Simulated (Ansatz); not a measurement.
A ladder of methods for PF3 (SMILES FP(F)F)

The species is PF3 (4 atoms), meant as a singlet with charge 0. SMILES: `FP(F)F`. The shape was relaxed beforehand at B3LYP/def2-SVP.

| atom | x (Å) | y (Å) | z (Å) |
| --- | --- | --- | --- |
| F | 0.8508 | -0.6764 | 0.8908 |
| P | -0.3044 | 0.3219 | 0.4014 |
| F | -1.0819 | -0.7103 | -0.5477 |
| F | 0.5355 | 1.0649 | -0.7446 |

Quantity: the dissociation energy of the P2–F1 bond into doublet PF2 and doublet F (shapes relaxed at B3LYP/def2-SVP, no zero-point term), in eV. The values are calculated.

```csv
level,kind,program,value (eV)
HF/def2-TZVPP,Hartree–Fock,Ansatz,3.91
PBE/def2-TZVPP,GGA,Ansatz,5.76
r2SCAN/def2-TZVPP,meta-GGA,Ansatz,5.64
B3LYP/def2-TZVPP,global hybrid,Ansatz,5.51
PBE0-D4/def2-TZVPP,global hybrid,Ansatz,5.55
wB97M-V/def2-TZVPP,range-separated hybrid,Ansatz,5.79
B2PLYP/def2-TZVPP,double hybrid,Ansatz,5.61
RPA@PBE/def2-TZVPP,RPA,Ansatz,5.14
MP2/def2-TZVPP,perturbation theory,Ansatz,5.97
```

The values span 3.91 to 5.97 eV. Hartree–Fock misses the correlation of the electron pair that is broken and comes out low. Measured bond enthalpies also hold zero-point and thermal terms, a few tenths of an eV less.
